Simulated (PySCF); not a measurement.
All of these have the formula C5H10S. Theory: PySCF 2.14.0, density-fitted response routines, TDDFT PBE0/def2-SVPD, vertical, gas phase, core orbitals frozen in the response. Geometries: GFN2-xTB; one conformer of each isolated species. Triplets are in the Tamm–Dancoff approximation.

Problem. Rank by computed lowest singlet excitation energy, lowest first.
A. `CCC1CSC1`
B. `C(=S)C(C)(C)C`
C. `S(C)C1CCC1`
D. `C[C@@H]1CC[C@H]1S`

Solution. B (2.49 eV), A (4.62 eV), C (5.21 eV), D (5.43 eV).

```
           SMILES  S1 (eV)  LUMO (eV)  HOMO (eV)  f (S1)  gap (eV)   S1 mainly
      CC(C)(C)C=S     2.49      -2.09      -6.40   0.000      4.31  H→L (100%)
         CCC1CSC1     4.62       0.07      -6.23   0.000      6.30   H→L (96%)
         CSC1CCC1     5.21       0.51      -6.18   0.000      6.69   H→L (92%)
C[C@@H]1CC[C@H]1S     5.43       0.33      -6.68   0.004      7.01   H→L (90%)
```

H and L stand for HOMO and LUMO.

- `CC(C)(C)C=S`: S1 has the pattern of n→π* at C=S.
- `CCC1CSC1`: Löwdin shares by element: HOMO sulfur 70%, carbon 20% or more; LUMO sulfur 57%, carbon 21% or more (atoms not listed hold the other 22%).
- `CSC1CCC1`: Löwdin shares by element: HOMO sulfur 69%, carbon 23% or more; LUMO sulfur 48%, carbon 18% or more, hydrogen 5% or more (atoms not listed hold the other 30%).
- `C[C@@H]1CC[C@H]1S`: Löwdin shares by element: HOMO sulfur 72%, carbon 15% or more, hydrogen 6% or more; LUMO sulfur 43%, hydrogen 13% or more, carbon 12% or more (atoms not listed hold the other 32%).
